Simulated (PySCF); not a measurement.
System: rock-salt NaCl. Method: MP2 in PySCF (GTH pseudopotentials, Gaussian basis).

The cell has the measured lattice parameters. Conventional cell: a = 5.6401 Å, b = 5.6401 Å, c = 5.6401 Å, α = 90.00°, β = 90.00°, γ = 90.00°.

The correlation energy at a fixed DZ basis:

| k mesh | value (eV/atom) |
|---|---|
| 2×2×2 | -2.0873 |
| 3×3×3 | -2.1414 |
| 4×4×4 | -2.1542 |

Task: Taking the value to converge with the number of k points N as 1/N, extrapolate from the last two rows.

Result: With y = y∞ + c/w and weights w = 27 and 64 for the last two rows, y∞ = (w2 y2 − w1 y1)/(w2 − w1) = (64 × -2.1542 − 27 × -2.1414)/37 = -2.1635 eV/atom, which lies 0.0093 beyond the last row. Successive pairs of rows give -2.1642, -2.1635. The limit also hangs on the law assumed, so its last digits aren't firm.

The other settings are not extrapolated, so this is the limit in one setting alone.
